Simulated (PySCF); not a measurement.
Homolysis of single bonds, series vinyl-X. Isolated molecules, 0 K electronic values unless said otherwise. One relaxed conformer stands for each flexible species; it need not be the lowest. Strings in code marks are SMILES.

The numbers are results of TPSSh-D3(BJ)/def2-TZVP // CAM-B3LYP-D3(BJ)/def2-TZVP in PySCF, not measurements. 

| species | dipole moment (D) |
|---|---|
| whole molecule (`C=COC` (C–C–O–C torsion 0°)) | – |
| radical fragment (`[NH2]`) | 1.92 |
| whole molecule (`C=CC(=O)O` (C–C–C–O torsion 180°, O–C–O–H torsion 0°)) | – |
| whole molecule (`C=CC=C` (C–C–C–C torsion 180°)) | – |
